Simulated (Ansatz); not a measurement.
Rock-salt CaO: smallest direct gap on the k points sampled by level of theory

No measured value is used here.

### Question
Put these levels in order of the smallest direct gap on the k points sampled that they give for rock-salt CaO, smallest first: G0W0@PBE0 (Ansatz, an electronic-structure program), PBE (Ansatz), r²SCAN (Ansatz), r²SCAN0 (Ansatz).

### Answer
PBE (4.03 eV), r²SCAN (4.58 eV), r²SCAN0 (6.86 eV), G0W0@PBE0 (7.61 eV)

Computed values are for a static lattice.  A ± on a computed value is a rough bar: the spread of its extrapolation, a floor set from checks against published values, or a statistical error. G0W0@PBE0: GW on a hybrid start was not checked against another program. Values are at the measured cell. Cutoffs and k meshes differ between the levels. Ansatz's density-functional and Hartree–Fock values are scalar-relativistic unless marked +SOC, with PAW data made under PBE.
